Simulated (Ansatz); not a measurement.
Ideal-gas functions of BH3OSi, SMILES `B1O[SiH2]1` at 500 K and 1 bar, from an Ansatz frequency run at PBE0-D4/def2-TZVP.

Molar mass 57.92 g/mol, point group Cs (symmetry number 1), electronic degeneracy 1, moments of inertia 16.713, 50.909, 61.629 u Å². Harmonic wavenumbers (cm⁻¹, unscaled): 497, 559, 640, 656, 755, 774, 957, 998, 1340, 2240, 2255, 2692.

Use S(trans) = R[1.5 ln M + 2.5 ln T − 1.1517]; rotational temperatures θ = 24.2544 K / I; S(rot) = R[ln(√π/σ · √(T³/θAθBθC)) + 1.5]; for each mode x = 1.438777 ν̃/T, S = R[x/(eˣ − 1) − ln(1 − e⁻ˣ)] and H = RT x/(eˣ − 1); 1 cm⁻¹ = 0.0119627 kJ/mol; R = 8.31446 J/(mol·K).

**Question.** By hand: the entropy, in J/(mol·K).

**Answer.** Translation 170.2. Rotation: θ = 1.4512, 0.4764, 0.3936 K, giving 100.1. Vibration, mode by mode: 6.01, 5.20, 4.32, 4.17, 3.33, 3.19, 2.10, 1.92, 0.87, 0.10, 0.09, 0.03, in all 31.3. Electronic 0.0. Sum 301.6 J/(mol·K).

**Question.** By hand: H − E and G − E in kJ/mol, counted from the electronic energy.

**Answer.** Zero-point energy ½ × 14363 × 0.0119627 = 85.9; thermal vibration 10.6; translation, rotation and pV give 4 RT = 16.6. H − E = 113.1 kJ/mol, and G − E = 113.1 − 500 × 301.6/1000 = -37.7 kJ/mol.

Vibration gives 10 % of the entropy.
